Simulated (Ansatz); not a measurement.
# BO radical: small, medium and large basis sets

One table from this session's results is given with a row withheld; the runs are named, their logs left out.

Computed with Ansatz 0.2.0, Gaussian basis. Level: one geometry, several basis sets.

Levels to be run: PBE0-D4/def2-SVP; ωB97M-V/def2-SVP; PBE0-D4/def2-QZVPP; ωB97M-V/def2-QZVPP; CCSD(T)/cc-pV(D+d)Z; CCSD(T)/cc-pV(T+d)Z; CCSD(T)/cc-pV(Q+d)Z; the functionals' def2-TZVPP values are taken from earlier runs.

## The geometry

An earlier PBE0-D4 in a triple-zeta def2 set relaxation fixed the geometry.

2 atoms, charge 0, spin multiplicity 2.

Atoms are counted from 1 here; the program's logs count them from 0.

Bond lengths: B1–O2 1.201 Å.

The first run:

in.yaml reads:

```yaml
crystal:
  periodic: [false, false, false]
  atoms:
    - {symbol: B, position_ang: [0.512499, -0.168195, 0.263372]}
    - {symbol: O, position_ang: [-0.512499, 0.168195, -0.263372]}
basis:
  gaussian: {orbitals: def2-SVP}
magnetization: {spin_polarized: true, initial_magnetization: 1}
hamiltonian: {xc: pbe0, dispersion: d4}
output: {orbitals: {seedname: orbitals}}
```

On the command line:

```sh
> ansatz run in.yaml --threads 2 --pin off --events-out ev --progress --plain --max-ram 32768MiB --backend cpu
```

Among the steps run: PBE0-D4 in def2-SVP; ωB97M-V in def2-SVP; PBE0-D4 in def2-QZVPP; ωB97M-V in def2-QZVPP.

One table of the session follows, with a row left open; its other results are not shown here.

It belongs to the step «Density functionals: the series». 

| functional | basis | HOMO (eV) | LUMO (eV) |
| --- | --- | --- | --- |
| PBE0-D4 | def2-SVP | ? | ? |
| PBE0-D4 | def2-TZVPP | -9.89 | -4.36 |
| PBE0-D4 | def2-QZVPP | -9.91 | -4.36 |
| ωB97M-V | def2-SVP | -11.72 | -2.77 |
| ωB97M-V | def2-TZVPP | -11.89 | -2.81 |
| ωB97M-V | def2-QZVPP | -11.92 | -2.83 |

**Question.** Estimate the row for PBE0-D4, def2-SVP.

As computed: HOMO (eV): -9.77; LUMO (eV): -4.24. In the column «HOMO (eV)» it is the highest.
